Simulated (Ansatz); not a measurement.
# CH3AlSi (SMILES [AlH2][C]#[SiH]): functionals against CCSD(T) at one geometry

One table from this session's results is given with a row withheld; the runs are named, their logs left out.

Method: single points in def2-TZVPP; program: Ansatz 0.2.0, Gaussian basis.

Cores are frozen in the correlated methods. B3LYP uses VWN-RPA correlation.

**Where the work starts**

6 atoms, charge 0, spin multiplicity 1.

Atoms are counted from 1 here; the program's logs count them from 0.

Bond lengths: Al1–C2 2.000 Å, Al1–H4 1.499 Å, Al1–H5 1.532 Å, C2–Si3 1.723 Å, Si3–H6 1.472 Å. Angles: C2–Al1–H4 125.7°, C2–Al1–H5 126.6°, H4–Al1–H5 107.0°, Al1–C2–Si3 103.8°, C2–Si3–H6 174.1°.

As a file:

```
Al   -0.7683    0.2644   -0.8805
C     0.7660   -0.9621   -0.5059
Si    1.1763   -0.6208    1.1319
H    -2.0381   -0.1127   -1.5812
H    -0.7779    1.7885   -0.7267
H     1.6287   -0.4419    2.5212
```

Set-up of the first run:

The input, run/in.yaml:

```yaml
crystal:
  periodic: [false, false, false]
  atoms:
    - {symbol: Al, position_ang: [-0.768300, 0.264400, -0.880500]}
    - {symbol: C, position_ang: [0.766000, -0.962100, -0.505900]}
    - {symbol: Si, position_ang: [1.176300, -0.620800, 1.131900]}
    - {symbol: H, position_ang: [-2.038100, -0.112700, -1.581200]}
    - {symbol: H, position_ang: [-0.777900, 1.788500, -0.726700]}
    - {symbol: H, position_ang: [1.628700, -0.441900, 2.521200]}
basis:
  gaussian: {orbitals: def2-TZVPP}
correlation: {method: ccsd_t}
output: {forces: true}
```

The command line of these runs was not kept.

Among the steps run: CCSD(T)/def2-TZVPP; PBE0-D4/def2-TZVPP; wB97M-V/def2-TZVPP; r2SCAN-D4/def2-TZVPP; PBE-D4/def2-TZVPP; B3LYP-D4/def2-TZVPP; BLYP-D4/def2-TZVPP.

One table of the session follows, with a row left open; its other results are not shown here.

| method | RMS force component (eV/Å) | angle to CCSD(T) forces (°) | dipole (D) |
| --- | --- | --- | --- |
| CCSD(T) | 0.809 | reference | 3.34 |
| PBE0-D4 | 1.057 | 10.7 | 3.71 |
| wB97M-V | 1.101 | 16.6 | 3.90 |
| r2SCAN-D4 | 0.986 | 8.5 | 3.56 |
| PBE-D4 | ? | ? | ? |
| B3LYP-D4 | 0.985 | 11.6 | 3.63 |
| BLYP-D4 | 0.856 | 5.9 | 3.36 |

Q: Estimate the row for PBE-D4 from the others.

The run gave: RMS force component (eV/Å): 0.926; angle to CCSD(T) forces (°): 6.5; dipole (D): 3.38. In the column «RMS force component (eV/Å)» it lies between BLYP-D4 (0.856) and B3LYP-D4 (0.985).
